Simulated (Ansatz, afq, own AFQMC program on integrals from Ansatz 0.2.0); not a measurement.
Integrals from Ansatz 0.2.0, then the random walk in our own AFQMC program (afq).

```yaml
crystal:
  periodic: [false, false, false]
  atoms:
    - {symbol: C, position_ang: [-0.991948, -0.040802, -1.146192]}
    - {symbol: C, position_ang: [0.027719, -0.845653, -0.345192]}
    - {symbol: Al, position_ang: [1.382970, 0.204313, 0.660457]}
    - {symbol: Br, position_ang: [1.768840, 2.354795, -0.033277]}
    - {symbol: H, position_ang: [-0.506378, 0.641184, -1.860765]}
    - {symbol: H, position_ang: [-1.663414, -0.699683, -1.722231]}
    - {symbol: H, position_ang: [-1.628564, 0.579465, -0.496097]}
    - {symbol: H, position_ang: [0.623966, -1.504250, -1.006400]}
    - {symbol: H, position_ang: [-0.462191, -1.527769, 0.372196]}
basis:
  gaussian: {orbitals: def2-SVP}
magnetization: {spin_polarized: true, initial_magnetization: 1}
correlation: {method: ccsd_t, electrons: outside_noble_gas, hamiltonian_folder: ham}
```

```sh
$ ansatz run in.yaml --threads 1 --pin off --events-out ev --progress --plain --max-ram 24576MiB --backend cuda --devices 0, --max-vram 18GiB
```

afq runs on the folder ham with

```
--method phaseless --trial cisd --walkers 2400 --populations 20 --least-time 60 --time-step 0.005 --steps-per-block 50 --equilibration-blocks 28 --max-blocks 4000 --target-error 0.00029 --factor-cut 1e-05 --start spin_pure --seed 6077 --release-times 0.21,0.42,0.63,0.9 --release-step 0.03 --release-every 5 --taylor-order 6
```

Times are imaginary, in 1/Eh. The walk had a cap of 262 s. With eight or more populations the least sampling time is a fifth of least-time, and the error comes from their spread. Filled inner d shells are frozen with the cores.

Log:

```
orbitals 82  electrons 12 11  factors 694 of 1017
reference energy -2892.57788802 Eh
CCSD correlation -0.49763718 Eh in 12 cycles, weight of the determinant in the CISD state 0.8155
energy of the start -2893.075148 Eh
 block  time / (1/Eh)  mean weight  energy / Eh
     1     0.250  0.9999  -2893.059056
     2     0.500  1.0004  -2893.066334
     3     0.750  0.9998  -2893.073507
     4     1.000  0.9999  -2893.077607
     5     1.250  0.9998  -2893.082702
     7     1.750  1.0002  -2893.086688
     9     2.250  1.0005  -2893.089104
    11     2.750  1.0008  -2893.091486
    15     3.750  0.9997  -2893.092140
    19     4.750  1.0000  -2893.089832
    23     5.750  1.0000  -2893.090424
    27     6.750  0.9992  -2893.088865
    31     7.750  0.9999  -2893.090662
    33     8.250  0.9992  -2893.088504
    35     8.750  0.9997  -2893.090451
    39     9.750  0.9998  -2893.092697
    43    10.750  1.0002  -2893.089867
    47    11.750  1.0004  -2893.090022
    51    12.750  1.0006  -2893.091964
    55    13.750  1.0000  -2893.091195
    59    14.750  1.0005  -2893.090161
    63    15.750  0.9999  -2893.091296
    67    16.750  0.9997  -2893.093204
    71    17.750  0.9995  -2893.091140
    75    18.750  0.9998  -2893.092295
    79    19.750  0.9999  -2893.092027
    83    20.750  1.0004  -2893.090063
    87    21.750  0.9997  -2893.088529
    91    22.750  0.9995  -2893.093172
    93    23.250  0.9999  -2893.093816
    95    23.750  1.0000  -2893.091950
    97    24.250  1.0000  -2893.093798
error from the spread of 20 populations
released: time / (1/Eh)  energy / Eh  error  mean overlap
  0.21  -2893.091097  0.000251  0.9991
  0.42  -2893.091290  0.000311  0.9983
  0.63  -2893.091706  0.000285  0.9974
  0.90  -2893.091330  0.000343  0.9989
energy -2893.091166 +/- 0.000244 Eh
(rows thinned)
```

The run passed its tests (sampling time, drift between the halves within three errors, error under three times the target), which doesn't prove that it has relaxed.

Against this walk (error 6.7 meV) on the same determinant: CCSD(T) 37.7 meV higher. The error is statistical and leaves out the bias of the constraint. Released to 0.90 1/Eh the energy moves by -4 ± 11 meV (both errors), within twice the noise.

Cautions: constraint bias not in the error; no relativity below Rb; no spin-orbit coupling; inner d shell frozen.

The walk took 2.5 min on 1 × NVIDIA H100 80GB HBM3 with 2 threads of AMD EPYC 7R13 Processor (Zen 3) (shared host) (the card was shared). The log's last line is the phaseless energy.
